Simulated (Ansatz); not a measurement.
# Corundum Cr₂O₃

Level of theory: HSE06 (PAW; Ansatz, a program for electronic structure).

Run with plane-wave cutoff 460 eV, 6×6×6 k mesh, Fermi–Dirac smearing 0.01 eV, spin-polarised with opposed moments, scalar-relativistic PAW data made under PBE.

Cell (measured lattice):

```cif
data_Cr4O6
_chemical_formula_sum 'Cr4 O6'
_space_group_name_H-M_alt 'P 1'
_space_group_IT_number 1
_cell_length_a 5.35334
_cell_length_b 5.35334
_cell_length_c 5.35334
_cell_angle_alpha 55.075
_cell_angle_beta 55.075
_cell_angle_gamma 55.075
loop_
_space_group_symop_operation_xyz
  'x, y, z'
loop_
_atom_site_label
_atom_site_type_symbol
_atom_site_fract_x
_atom_site_fract_y
_atom_site_fract_z
_atom_site_occupancy
Cr1 Cr 0.84502 0.84502 0.84502 1
Cr2 Cr 0.34502 0.34502 0.34502 1
Cr3 Cr 0.15498 0.15498 0.15498 1
Cr4 Cr 0.65498 0.65498 0.65498 1
O1 O 0.43876 0.06124 0.75000 1
O2 O 0.06124 0.75000 0.43876 1
O3 O 0.56124 0.93876 0.25000 1
O4 O 0.25000 0.56124 0.93876 1
O5 O 0.93876 0.25000 0.56124 1
O6 O 0.75000 0.43876 0.06124 1
```
Starting moments (μB, in the order of the record's atoms Cr Cr Cr Cr O O O O O O): -3.0 -3.0 3.0 3.0 0.0 0.0 0.0 0.0 0.0 0.0.

For corundum Cr₂O₃, the band gap is 4.49 eV (direct) and the Γ–Γ gap is 4.91 eV. The magnetic moment (largest site, within a sphere) is 2.41 μB.

Measured, for comparison: band gap 3.3 ± 0.1 eV (temperature not stated, not corrected to a static lattice, middle of the range; as tabulated in Medasani et al. (2019), arXiv:1904.04625). Computed (rounded) less measured: band gap +1.19 eV.

Note: cell and atoms aren't relaxed at this level (largest force component 0.46 eV/Å, pressure -0.7 GPa).

Moments are spin moments.

The computed numbers hold no vibrational or temperature effects.
